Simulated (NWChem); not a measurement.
System: CN, doublet; SMILES [C]#N

Input file for NWChem:

```
start job
memory heap 200 mb stack 900 mb global 1100 mb
geometry units angstroms noautoz
  C      0.000000     0.000000    -0.623743
  N      0.000000     0.000000     0.536379
end
basis spherical
  * library pcseg-1
end
dft
  odft
  mult 2
  xc pbe0
  iterations 150
  mulliken
end
task dft energy
```

The geometry was optimised at PBE0-D3(BJ)/def2-TZVP, spin-unrestricted. No stability test was run on the SCF state.

### Question
What results follow from this input? (PBE0/pcseg-1, spin-unrestricted.) Quantities: basis functions; energy (Ha); highest occupied level (eV); lowest empty minus highest occupied level, either spin (eV); dipole (D); <S²>.

### Answer
- number of basis functions: 28
- energy (Ha): -92.58
- highest occupied level (eV): -10.86
- lowest empty minus highest occupied level, either spin (eV): 4.47
- dipole (D): 1.51
- <S²>: 0.762
